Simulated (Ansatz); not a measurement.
Cost and result for the atomization energy of C$_{8}$H$_{18}$, SMILES `CCCC(CC)CC` (26 atoms, 25 bonds).

```xyz
26

C    -0.6986    3.0932    1.4504
C    -1.0617    1.7403    0.8626
C     0.1053    1.0880    0.1370
C    -0.2229   -0.2338   -0.5562
C    -0.5440   -1.3351    0.4540
C    -0.9353   -2.6655   -0.1672
C     0.8784   -0.6317   -1.5437
C     2.2192   -0.9805   -0.9161
H    -1.5470    3.5501    1.9652
H    -0.3698    3.7863    0.6706
H     0.1179    3.0017    2.1726
H    -1.8990    1.8552    0.1638
H    -1.4215    1.0860    1.6628
H     0.9273    0.9378    0.8479
H     0.4826    1.7933   -0.6144
H    -1.1307   -0.0683   -1.1547
H     0.3159   -1.4767    1.1192
H    -1.3614   -0.9939    1.0958
H    -1.2501   -3.3786    0.5983
H    -1.7673   -2.5432   -0.8672
H    -0.1081   -3.1209   -0.7164
H     0.5337   -1.4784   -2.1454
H     1.0162    0.1959   -2.2484
H     2.6242   -0.1492   -0.3343
H     2.9534   -1.2282   -1.6862
H     2.1432   -1.8436   -0.2500
```

The species carries charge 0 and has multiplicity 1. The geometry is a stationary point of PBE0-D4/def2-TZVP. It is one conformer, not always the lowest. Program: Ansatz. All runs use 6 threads of an AMD EPYC 7R13 on a shared host and a share of an NVIDIA H100 80 GB. Times are those of one run each, without the atoms' runs, and a repeat can differ threefold. Electronic energies, without spin–orbit coupling; frozen cores. CCSD(T)/CBS adds CCSD(T) − MP2 in def2-TZVPP to the MP2 limit, and its time is that of the two runs behind it. T1 = 0.009. B3LYP takes the VWN-RPA correlation (the form of Gaussian; ORCA's B3LYP/G).

CCSD(T)/CBS is a level of theory with its own doubt, some kJ/mol a heavy atom from the limit and from the frozen cores, so smaller differences don't rank the functionals.

| level | functions | wall time |
| --- | --- | --- |
| PBE0-D4/def2-TZVPP | 500 | 1.8 s |
| ωB97X-V/def2-TZVPP | 500 | 2.2 s |
| B3LYP-D4/def2-TZVPP (with forces) | 500 | 2.4 s |
| r2SCAN-D4/def2-TZVPP (with forces) | 500 | 2.4 s |
| B2PLYP/def2-TZVPP | 500 | 2.6 s |
| PBE-D4/def2-TZVPP (with forces) | 500 | 2.8 s |
| ωB97M-V/def2-TZVPP (with forces) | 500 | 3 s |
| MP2/def2-QZVPP | 996 | 6 s |
| CCSD(T)/def2-TZVPP | 500 | 27 s |
| CCSD(T)/CBS(def2) | – | 33 s |

(1) What atomization energy does each give, and how far from CCSD(T)/CBS? (An estimate is asked.)

Results:

(1) Ansatz gave: 
```csv
level,atomization (kcal/mol),difference from CCSD(T)/CBS,per bond
PBE0-D4/def2-TZVPP,2495.8,17.6,0.7
ωB97X-V/def2-TZVPP,2481.3,3.1,0.1
B3LYP-D4/def2-TZVPP (with forces),2479.9,1.7,0.1
r2SCAN-D4/def2-TZVPP (with forces),2482.4,4.2,0.2
B2PLYP/def2-TZVPP,2454.2,-24.0,-1.0
PBE-D4/def2-TZVPP (with forces),2517.8,39.6,1.6
ωB97M-V/def2-TZVPP (with forces),2484.4,6.2,0.2
MP2/def2-QZVPP,2476.5,-1.7,-0.1
CCSD(T)/def2-TZVPP,2429.5,-48.7,-2.0
CCSD(T)/CBS(def2),2478.2,0.0,0.0
```

The D4 term adds +21.1 kcal/mol with B3LYP and +11.5 kcal/mol with PBE0; it sums over pairs of atoms, weighted by their polarisabilities, and B3LYP, whose exchange is more repulsive, gets the larger term. In def2-TZVPP, CCSD(T) changes the Hartree–Fock value by +541.1 kcal/mol (the triples alone add +27.2 kcal/mol) and MP2 by +559.6 kcal/mol; breaking electron pairs costs correlation energy, which Hartree–Fock lacks. From PBE to PBE0 (25 % exact exchange), in def2-TZVPP and without D4, the atomization energy moves by −20.0 kcal/mol: exact exchange takes away binding that semilocal exchange gives to molecules.
